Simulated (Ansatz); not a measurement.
Total energies of `CN=S=O`.

Cartesian coordinates in Å:
```
C 0.2004 0.5818 0.5238
N 0.2229 0.3343 -0.8972
S -0.2572 -0.9329 -1.5552
O -0.7890 -2.0098 -0.7362
H 1.2203 0.7946 0.8537
H -0.3905 1.4824 0.7085
H -0.2070 -0.2503 1.1026
```

Total charge 0; spin multiplicity 1. The geometry is a stationary point of PBE0-D4/def2-TZVP. Basis def2-TZVPP, the Gaussian-basis code of Ansatz.

RPA on PBE orbitals: Hartree–Fock energy of these orbitals -566.42751 Eh, correlation -1.25227 Eh (frozen core).

| functional | energy without D4 (Eh) | D4 term (kJ/mol) |
| --- | --- | --- |
| LDA (SPW92) | -565.43017 | – |
| PBE | -567.77879 | -12.4 |
| revPBE | -568.01781 | -42.6 |
| BLYP | -568.09769 | -28.3 |
| r2SCAN | -568.01868 | -2.9 |
| B97M-V | -567.99721 | – |
| PBE0 | -567.80109 | -10.3 |
| r2SCANh | -568.00243 | -3.1 |
| BHLYP | -568.02188 | -14.3 |
| CAM-B3LYP | -568.06919 | -10.3 |
| LC-ωPBE | -567.90393 | – |
| ωB97X-V | -568.00926 | – |
| ωB97M-V | -568.04971 | – |
| B2PLYP | -567.88300 | – |

Q: Give the same for B3LYP, r2SCAN0, HSE06 (plane-wave form), PBE-QIDH. (An estimate is asked.)

A: The calculation gave: 
```
             functional  energy without D4 (Eh)  D4 term (kJ/mol)
                  B3LYP              -568.14934             -20.1
                r2SCAN0              -567.97936              -3.4
HSE06 (plane-wave form)              -567.78590              -9.5
               PBE-QIDH              -567.68774                 –
```

B3LYP takes the VWN-RPA correlation (the form of Gaussian; ORCA's B3LYP/G). HSE06 is the plane-wave form, built on full-range PBE exchange. The double hybrids freeze the cores in their second-order part.

LC-ωPBE has ω = 0.4 bohr⁻¹.
